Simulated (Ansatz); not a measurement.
## How far each method lies from full CI for Al2H, quartet

Geometry: a point of a stretch scan, not a stationary point.

```
atom   x (Å)   y (Å)    z (Å)
  Al  0.0000  0.0000   0.4289
  Al  0.0000  0.0000  -2.4411
   H  0.0000  0.0000   2.0122
```

Basis cc-pVDZ; Ansatz 0.2.0. Correlated methods freeze the noble-gas cores, which leaves 7 electrons in 31 orbitals. R marks a restricted (for open shells ROHF) determinant, U an unrestricted one. Active spaces: pair = (5e, 5o) about the gap; valence = (7e, 9o) chosen from the atoms' valence shells.

Full CI is exact within this basis and frozen core; it isn't the basis-set limit. The frozen core follows each run's orbitals, which can shift R against U totals by a few meV.

For open shells CISD is restricted-active-space CI with the open shells as a complete middle space.

* UHF ⟨S²⟩: 3.802
* ⟨S²⟩ of the determinant under UCCSD: 3.791
* T1 diagnostic (RCCSD): 0.0630
* largest doubles amplitude (RCCSD): 0.128
* T1 diagnostic (UCCSD): 0.0440

```
   level  E − E(RHF) (eV)
     UHF          -0.1167
    RMP2          -2.4431
    UMP2          -2.4759
   RCCSD          -3.3251
   UCCSD          -3.3261
RCCSD(T)          -3.4943
UCCSD(T)          -3.4938
```

Q: Estimate how far full CI in cc-pVDZ lies from RCCSD(T). The table doesn't fix it; the size of (T) and the diagnostics are the guide.

A: Full CI in cc-pVDZ lies 1.82 kcal/mol below RCCSD(T), which is 47 % of the (T) step (-3.90 kcal/mol). T1 is raised, a doubles amplitude is large, and the rest is a large part of (T). The miss exceeds 1 kcal/mol.

The other levels:

| level | E − E(full CI) (kcal/mol) | share of correlation (%) | wall time |
| --- | --- | --- | --- |
| CISD | 9.71 | 88.22 | 2.2 s |
| BCCD(T) | 1.88 | 97.72 | 4 s |
| RCCSDT | 0.43 | 99.48 | – |
| UCCSDT | 0.44 | 99.47 | – |
| RCCSDT(Q) | 0.09 | 99.89 | 11 s |
| UCCSDT(Q) | 0.09 | 99.89 | 12 s |
| RCCSDTQ | 0.03 | 99.97 | 24 s (H100) |
| UCCSDTQ | 0.02 | 99.97 | 31 s (H100) |
| CASSCF (pair space) | 71.45 | 13.29 | – |
| NEVPT2 (pair space) | 24.70 | 70.03 | 1.6 s |
| MRCISD (pair space) | 9.12 | 88.94 | – |
| MRCISD+Q (pair space) | 1.87 | 97.73 | 2 s |
| CASSCF (valence space) | 41.06 | 50.18 | – |
| NEVPT2 (valence space) | 12.61 | 84.70 | 3.5 s |
| MRCISD (valence space) | 2.41 | 97.08 | – |
| MRCISD+Q (valence space) | 0.09 | 99.89 | 5.5 s |

The correlation energy at full CI, counted from RHF, is -3.573 eV. That run took 62 s on 2 threads of AMD EPYC 7R13 with a shared H100 80 GB, shared host over 19,779,697 determinants.

Times hold each run's SCF and search for its determinant on a shared host, so for small cases they say little of a method's own cost; rows without a card ran on 1 thread of AMD EPYC 7R13.

The full-CI state has the irrep A2 of C2v, in the program's axes (one component, if the state is degenerate).

Natural occupations of full CI about the gap: 1.941 1.878 1.001 0.941 0.941 0.069 0.069 0.053 0.019 0.011; effectively unpaired electrons, Σ n²(2−n)², 3.10.
